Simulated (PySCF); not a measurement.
Hydroxyfluoroborane, BFH2O.
Bonds: O1–B2, B2–F3. Hydrogens: H4 on O1; H5 on B2.

Jobs on this species (5 atoms, 24 electrons) with PySCF (density fitting). Hardware of each: one thread of an Arm Neoverse N1, on a shared host. The host was shared with other jobs, so the times are rough. Peak memory is the resident size of the whole Python process, interpreter and libraries included.

```tsv
level and settings	work	basis functions	SCF cycles	wall time	peak memory
KT3/pcSseg-2	shieldings	136	?	?	?
wB97X-D/pcSseg-2, IEF-PCM chloroform	shieldings	136	?	?	?
PBE0-D3(BJ)/def2-TZVP, grid level 2	geometry optimisation from a GFN2-xTB start shaken at random	105	?	?	?
wB97X-D/pcSseg-2	shieldings	136	13	7.8 s	0.54 GiB
B97-2/pcSseg-2	shieldings	136	14	6.5 s	0.47 GiB
WP04/pcSseg-2, IEF-PCM chloroform	shieldings	136	14	6.9 s	0.47 GiB
PBE0/pcSseg-2	shieldings, charges and field gradients, density and orbital grids written	136	12	10 s	0.47 GiB
```

Fill in the missing figures.

- KT3/pcSseg-2; shieldings: 9.1 s, 0.46 GiB, 14 SCF cycles
- wB97X-D/pcSseg-2, IEF-PCM chloroform; shieldings: 8.0 s, 0.54 GiB, 13 SCF cycles
- PBE0-D3(BJ)/def2-TZVP, grid level 2; geometry optimisation from a GFN2-xTB start shaken at random: 26 s, 0.42 GiB, 49 SCF cycles

What do all jobs in the table cost together?

About 74 s; the longest takes about 35 % of that, and about 4 times as long as the shortest.
